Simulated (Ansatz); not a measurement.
Turn this script for Ansatz 0.2.0, Python API into the input file that the command-line program reads.

Script `run_energy.py`:
```python
"""Single point of C3H7N in a Gaussian basis."""

import sys

import ansatz as az

geometry_ang = [
    ("C", (-0.8636, 1.7043, 0.369)),
    ("N", (-0.1311, 0.9734, -0.3056)),
    ("C", (-0.0941, -0.3801, 0.2273)),
    ("C", (0.9631, -1.1881, -0.6196)),
    ("H", (-1.0416, 2.7891, 0.0235)),
    ("H", (-1.4801, 1.4425, 1.2455)),
    ("H", (0.3338, -0.3623, 1.2777)),
    ("H", (-1.0138, -0.8333, 0.2231)),
    ("H", (1.8956, -0.7412, -0.5749)),
    ("H", (0.544, -1.2394, -1.6302)),
    ("H", (0.9532, -2.222, -0.2152)),
]
c3h7n = az.Crystal.molecule()
for symbol, xyz in geometry_ang:
    c3h7n = c3h7n.atom(symbol, xyz)

job = (
    c3h7n.calculation()
    .basis(gaussian="def2-TZVPP")
    .functional(az.LibraryFunctional("SVWN5"))
)
try:
    data = job.run(threads=1).report
except az.AnsatzError as error:
    sys.exit(f"{type(error).__name__}: {error}")

print("reference energy %16.6f eV" % data["reference_energy_ev"])
print("total energy     %16.6f eV" % data["free_energy_ev"])
print("occupied orbitals outside the frozen core (up, down):", data["n_occupied"], " frozen:", data["n_frozen"], " virtual:", data["n_virtual"])
```

```console
$ python run_energy.py
reference energy     -4673.025383 eV
total energy         -4673.025383 eV
occupied orbitals outside the frozen core (up, down): [16, 16]  frozen: 0  virtual: [206, 206]
```

`input.yaml`:
```yaml
crystal:
  periodic: [false, false, false]
  atoms:
    - { symbol: C, position_ang: [-0.8636, 1.7043, 0.369] }
    - { symbol: "N", position_ang: [-0.1311, 0.9734, -0.3056] }
    - { symbol: C, position_ang: [-0.0941, -0.3801, 0.2273] }
    - { symbol: C, position_ang: [0.9631, -1.1881, -0.6196] }
    - { symbol: H, position_ang: [-1.0416, 2.7891, 0.0235] }
    - { symbol: H, position_ang: [-1.4801, 1.4425, 1.2455] }
    - { symbol: H, position_ang: [0.3338, -0.3623, 1.2777] }
    - { symbol: H, position_ang: [-1.0138, -0.8333, 0.2231] }
    - { symbol: H, position_ang: [1.8956, -0.7412, -0.5749] }
    - { symbol: H, position_ang: [0.544, -1.2394, -1.6302] }
    - { symbol: H, position_ang: [0.9532, -2.222, -0.2152] }
basis:
  gaussian: { orbitals: def2-TZVPP }
hamiltonian:
  xc: { name: SVWN5 }
```

Launched from the shell:
```console
$ ansatz run input.yaml --threads 1 --pin off --max-ram 4096MiB --backend cpu --events-out ev --progress --plain --runs-dir out
Engine: ansatz 0.2.0, aarch64-unknown-linux-gnu
Functional definition: SVWN5
  exchange = slater_x
  correlation = vwn5_c
1108 factors; their error is unknown
mean field evaluation 1: about -4658.4787 eV, gradient 7.9e1 eV
mean field evaluation 2: about -4622.9479 eV, gradient 1.4e2 eV
mean field evaluation 4: about -4672.4808 eV, gradient 1.7e1 eV
mean field evaluation 8: about -4673.0534 eV, gradient 4.8e-2 eV
mean field evaluation 16: about -4673.0253 eV, gradient 6.2e-5 eV
mean field -4673.02534265 eV, -171.7305138519 hartree, gradient 6.2e-5 eV, S^2 0.000000; 0 other end points of the search recorded, 0 dependent functions left out
reference -4673.02538257 eV, -171.7305153192 hartree; 16, 16 occupied and 206, 206 virtual orbitals, 1108 factors
Total energy: -4673.02538257 eV, -171.7305153192 hartree
```

Total energies depend on the basis set; only differences at equal settings carry meaning. The geometry is a force-field or estimated start, not a minimum of this method, and the basis set is short of its limit. Timing: 2.8 s on 1 thread of Arm Neoverse V1, with other jobs on the host, peak memory 0.28 GiB.

(Lines on the test bed's own set-up are left out of the output.)
